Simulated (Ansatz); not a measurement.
Worked example: correlation energy of HCl⁺, doublet

Geometry: a PBE0/def2-TZVP stationary point for this spin.

```xyz
2

Cl    0.0000    0.0000    0.0000
H     0.0000    0.0000    1.3212
```

Basis cc-pVDZ; Ansatz 0.2.0. Only valence electrons are correlated (noble-gas cores frozen), which leaves 7 electrons in 18 orbitals. R marks a restricted (for open shells ROHF) determinant, U an unrestricted one.

Full CI is exact within this basis and frozen core; it isn't the basis-set limit. The frozen core follows each run's orbitals, which can shift R against U totals by a few meV.

UCCSD has a T1 diagnostic of 0.007 and a largest doubles amplitude of 0.06.

Runs differ by some tens of microhartree through their thresholds and, for an open shell, their frozen cores, so the step to full CI, which has another core, is uncertain by up to 0.1 kcal/mol.

```json
{"level": "UHF", "total energy (hartree)": "-459.665010"}
{"level": "UMP2", "total energy (hartree)": "-459.782182"}
{"level": "UCCSD", "total energy (hartree)": "-459.802862"}
{"level": "UCCSD(T)", "total energy (hartree)": "-459.804925"}
{"level": "UCCSDT", "total energy (hartree)": "-459.805274"}
{"level": "UCCSDT(Q)", "total energy (hartree)": "-459.805422"}
{"level": "UCCSDTQ", "total energy (hartree)": "-459.805441"}
{"level": "full CI", "total energy (hartree)": "-459.805425"}
```

**Question.** What is the correlation energy at full CI, and what share of it do UMP2 and UCCSD recover?

**Answer.** E(corr) = -459.805425 − (-459.665010) = -0.140415 hartree = -3.821 eV. UMP2: -0.117172 / -0.140415 = 83.45 %. UCCSD: -0.137852 / -0.140415 = 98.17 %.

**Question.** By how many kcal/mol does UCCSD(T) miss full CI (1 hartree = 627.509 kcal/mol), and which steps make up the rest?

**Answer.** -459.804925 − (-459.805425) = 0.000500 hartree = 0.31 kcal/mol. Steps: UCCSDT − UCCSD(T) = -0.22, UCCSDT(Q) − UCCSDT = -0.09, UCCSDTQ − UCCSDT(Q) = -0.01, full CI − UCCSDTQ = 0.01 kcal/mol. That is within 1 kcal/mol of the reference in this basis, which itself misses far more of the correlation at the basis-set limit.
